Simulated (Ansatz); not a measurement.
CH4Si2 (SMILES [SiH2]=C=[SiH2]), closed shell: a relaxation.

Input (in.yaml):

```yaml
crystal:
  periodic: [false, false, false]
  atoms:
    - {symbol: Si, position_ang: [-1.328547, 0.370693, -0.838184]}
    - {symbol: C, position_ang: [0.389144, 0.224661, -0.475482]}
    - {symbol: Si, position_ang: [1.300552, -0.363622, 0.907385]}
    - {symbol: H, position_ang: [-2.567149, 0.218273, -0.136021]}
    - {symbol: H, position_ang: [-1.662028, 0.670889, -2.167990]}
    - {symbol: H, position_ang: [1.022978, -0.747585, 2.173783]}
    - {symbol: H, position_ang: [2.875010, -0.501847, 0.580906]}
basis:
  gaussian: {orbitals: def2-SVPD}
hamiltonian: {xc: pbe, dispersion: d4}
relax: {f_tol: 0.2, max_steps: 5, max_displacement: 0.5}
```

Launched with

```bash
ansatz run in.yaml --threads 2 --pin off --events-out ev --progress --plain --max-ram 3481MiB
```

What Ansatz 0.2.0 printed:

```
Functional definition: PBE
  name "PBE"
  cite "Perdew, Burke & Ernzerhof, Phys. Rev. Lett. 77, 3865 (1996) doi:10.1103/PhysRevLett.77.3865"
  parent pbe
  parameter kappa = 0.804
  parameter beta = 0.06672455060314922
  exchange = pbe_x(kappa = kappa, mu = beta*pi^2/3)
  correlation = pbe_c(beta = beta)
881 factors; their error is unknown
mean field evaluation 1: about -16822.8893 eV, gradient 7.2e1 eV
mean field evaluation 2: about -16749.7239 eV, gradient 1.2e2 eV
mean field evaluation 4: about -16836.8054 eV, gradient 1.2e1 eV
mean field evaluation 8: about -16837.2346 eV, gradient 1.2e-1 eV
mean field evaluation 16: about -16837.2125 eV, gradient 1.8e-4 eV
mean field -16837.21253244 eV, -618.7561478947 hartree, gradient 3.1e-5 eV, S^2 0.000000; 1 other end points of the search recorded, 0 dependent functions left out
the calculation of the forces begins
reference -16837.21257422 eV, -618.7561494300 hartree; 19, 19 occupied and 81, 81 virtual orbitals, 881 factors
relax step   1: F+E_penalty+E_count = -16837.37254487 eV  Δ(F+E_penalty+E_count) = +0.000e0 eV  max|allowed force component| = 4.858e0 eV/Å  Δτ_max = 0.0000 Å  (41 SCF iters, accepted)
these checks for a lower state are left out or cut short: starts, cluster_reference, orbital_swaps, neighbouring_geometries, increment
881 factors; their error is unknown
mean field -16837.75486710 eV, -618.7760783258 hartree, gradient 1.6e-5 eV, S^2 0.000000; 0 other end points of the search recorded, 0 dependent functions left out
the calculation of the forces begins
reference -16837.75490904 eV, -618.7760798669 hartree; 19, 19 occupied and 81, 81 virtual orbitals, 881 factors
relax step   2: F+E_penalty+E_count = -16837.91549726 eV  Δ(F+E_penalty+E_count) = -5.430e-1 eV  max|allowed force component| = 1.712e0 eV/Å  Δτ_max = 0.1162 Å  (30 SCF iters, accepted)
these checks for a lower state are left out or cut short: starts, cluster_reference, orbital_swaps, neighbouring_geometries, increment
881 factors; their error is unknown
mean field evaluation 32: about -16837.8673 eV, gradient 2.2e-1 eV
mean field -16837.86803461 eV, -618.7802371550 hartree, gradient 1.4e-5 eV, S^2 0.000000; 0 other end points of the search recorded, 0 dependent functions left out
the calculation of the forces begins
reference -16837.86807725 eV, -618.7802387222 hartree; 19, 19 occupied and 81, 81 virtual orbitals, 881 factors
relax step   3: F+E_penalty+E_count = -16838.03030015 eV  Δ(F+E_penalty+E_count) = -1.148e-1 eV  max|allowed force component| = 2.154e-1 eV/Å  Δτ_max = 0.1434 Å  (31 SCF iters, accepted)
these checks for a lower state are left out or cut short: starts, cluster_reference, orbital_swaps, neighbouring_geometries, increment
881 factors; their error is unknown
mean field -16837.88108683 eV, -618.7807168153 hartree, gradient 1.7e-5 eV, S^2 0.000000; 0 other end points of the search recorded, 0 dependent functions left out
the calculation of the forces begins
reference -16837.88112931 eV, -618.7807183763 hartree; 19, 19 occupied and 81, 81 virtual orbitals, 881 factors
relax step   4: F+E_penalty+E_count = -16838.04405801 eV  Δ(F+E_penalty+E_count) = -1.376e-2 eV  max|allowed force component| = 2.276e-1 eV/Å  Δτ_max = 0.0990 Å  (30 SCF iters, accepted)
these checks for a lower state are left out or cut short: starts, cluster_reference, orbital_swaps, neighbouring_geometries, increment
881 factors; their error is unknown
mean field -16837.75581080 eV, -618.7761130061 hartree, gradient 1.8e-5 eV, S^2 0.000000; 0 other end points of the search recorded, 0 dependent functions left out
the calculation of the forces begins
reference -16837.75585503 eV, -618.7761146315 hartree; 19, 19 occupied and 81, 81 virtual orbitals, 881 factors
relax step   5: F+E_penalty+E_count = -16837.92200220 eV  Δ(F+E_penalty+E_count) = +1.221e-1 eV  max|allowed force component| = 1.129e0 eV/Å  Δτ_max = 0.4846 Å  (39 SCF iters, rejected (line search))
Error: geometry relaxation did not converge after 5 steps: max|allowed force component| = 2.28e-1 eV/Å (threshold 2.0e-1). Raise `relax.max_steps` over both its present limit and 5, loosen `relax.f_tol`, or start from a geometry closer to equilibrium. Where this run's directory can be resumed (`checkpoint.write`), a resume goes on for up to `relax.max_steps` more
```

The run took about 7 s on 2 CPU threads of an Arm Neoverse V2 (shared host).


The run did not converge within its limit.